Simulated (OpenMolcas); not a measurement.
## Exact exchange and the electronic atomisation energy of AlH2O

AlH2O: 4 atoms, total charge 0, spin state doublet. SMILES: `[O][AlH2]`. Geometry: relaxed at PBE0-D4/def2-TZVP.

The electronic atomisation energy y, in eV, basis def2-TZVPP; a is the functional's share of exact exchange. Programs: OpenMolcas 26.06.

| functional | program | a | y (eV) |
| --- | --- | --- | --- |
| UPBE | OpenMolcas | 0 | 10.36 |
| UBLYP | OpenMolcas | 0 | 10.43 |
| UB3LYP | OpenMolcas | 0.2 | ? |
| UPBE0 | OpenMolcas | 0.25 | 10.10 |
| UBHLYP | OpenMolcas | 0.5 | 10.09 |

**Question.** Fit y = c + s·a to the known rows and predict UB3LYP.

**Answer.** 
1. Means of the 4 rows: a = 0.1875, y = 10.245.
2. Σ(Δa)² = 0.17188, Σ(Δa·Δy) = -0.11375, so the slope is -0.11375/0.17188 = -0.6618.
3. Intercept: 10.245 − (-0.6618) × 0.1875 = 10.369. The largest residual of the fit is 0.10.
4. UB3LYP: 10.369 + (-0.6618) × 0.2 = 10.24 eV.

The run gave 10.38 eV, so the prediction is off by -0.14 eV, about the scatter of the fit.
